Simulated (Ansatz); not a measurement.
A made-up structure of SiNH4S (charge +1), closed shell:

```xyz
7
angstrom
N -0.0508 -0.1904 0.3252
Si -0.8237 0.6273 -0.8703
S 1.9794 -0.4014 0.2653
H -2.2326 0.8047 -0.8789
H -0.1881 1.2263 -1.9900
H -0.6272 -0.5735 1.0745
H 1.9741 -1.1015 1.4208
```

It is relaxed with PBE-D4/def2-SVP and then PBE0-D4/def2-TZVP (Ansatz 0.2.0). Atoms count as bonded within 1.22 times the sum of their covalent radii (H–H: 0.88 Å). The end point is not checked to be a true minimum.

Question: Does its bonding change? (A judgement: the text doesn't fix the answer.)

Answer: The calculation gives: No: no bond forms or breaks.

Where it ends: The first stage lowers the energy by 0.91 eV in 18 steps. It ends as SiNH₄S ([SiH2][NH][SH]), total charge +1:
N1  (-0.040, -0.042, 0.489)
Si2  (-0.767, 0.540, -0.870)
S3  (1.676, -0.025, 0.677)
H4  (-2.231, 0.676, -0.848)
H5  (0.109, 0.909, -1.986)
H6  (-0.569, -0.309, 1.315)
H7  (1.854, -1.357, 0.569)
(Å)

Labels in which every atom is bracketed show which atoms are joined, not bond orders.

For scale, one of the runs: PBE0-D4/def2-TZVP relaxation, 129 basis functions, launched by `ansatz run in.yaml --threads 2 --pin off --events-out ev --progress --plain --max-ram 4352MiB`. Hardware: 2 CPU threads of an AMD EPYC 7R43, shared host. Wall time about 21 s.
